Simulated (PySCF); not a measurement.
Species: isothiazole, C3H3NS.
Atom-mapped SMILES: `[cH:1]1[cH:2][n:3][s:4][cH:5]1` (hydrogens: H6 on C1; H7 on C2; H8 on C5)

Method used: PySCF 2.14.0, density-fitted response routines, TDDFT CAM-B3LYP/def2-SVPD, vertical, gas phase, core orbitals frozen in the response. Isolated species at its GFN2-xTB geometry, gas phase.

Frontier orbitals with the atoms that hold most of them (Löwdin shares over 4%, at most four atoms; ? is withheld):

```tsv
orbital	ε (eV)	atoms
LUMO+2	1.49	S4 41%, C1 16%, C2 12%, H6 11%
LUMO+1	1.14	S4 75%, C5 7%, N3 7%, H8 7%
LUMO	0.07	?
HOMO	-8.92	S4 44%, C2 18%, C1 18%, C5 8%
HOMO-1	-9.30	?
HOMO-2	-9.82	N3 65%, C2 10%, S4 10%, C5 6%
HOMO-3	-11.69	S4 59%, C5 13%, C1 8%, C2 7%
```

Which atoms hold the LUMO, and with what shares?

C5 (bonded to C, S and H) 24%; S4 (bonded to C and N) 24%; N3 (bonded to C and S) 20%; C2 (bonded to C, N and H) 13%. By element: carbon 37% or more, sulfur 24%, nitrogen 20%.

Which atoms hold the HOMO-1, and with what shares?

C5 (bonded to C, S and H) 31%; N3 (bonded to C and S) 29%; C1 (bonded to 2 C and H) 18%; C2 (bonded to C, N and H) 11%. By element: carbon 60%, nitrogen 29%.

The HOMO–LUMO gap is 8.99 eV. Where does the response calculation put the lowest singlet, and from which orbitals?

S1 is at 5.70 eV (f = 0.0025), 3.28 eV below the gap, made of HOMO-2→LUMO (96%). Its leading pair isn't HOMO and LUMO; the energies of that pair differ by 9.89 eV. Without the coupling terms of the response equations the lowest excitation would equal the gap.

One configuration dominates each of S1, S2, S3, S4 and S5. Which, and how do the shares of the two leading atoms of either orbital change from the occupied to the empty one?

- S1 (5.70 eV, f 0.0025), HOMO-2→LUMO (96%): N3 65% → 20%, C2 10% → 13%, C5 6% → 24%, S4 10% → 24%
- S2 (5.84 eV, f 0.136), HOMO→LUMO (91%): S4 44% → 24%, C2 18% → 13%, C5 8% → 24%
- S3 (6.30 eV, f 0.053), HOMO-1→LUMO (92%): C5 31% → 24%, N3 29% → 20%, S4 at most 11% → 24%
- S4 (6.35 eV, f 0.0001), HOMO→LUMO+1 (72%): S4 44% → 75%, C2 18% → at most 6%, C5 8% → 7%
- S5 (7.02 eV, f 0.0019), HOMO-1→LUMO+1 (74%): C5 31% → 7%, N3 29% → 7%, S4 at most 11% → 75%

Löwdin shares depend on the basis, the more so with diffuse functions.

The run took 11 s of wall time on one thread, Arm Neoverse V2, shared host.
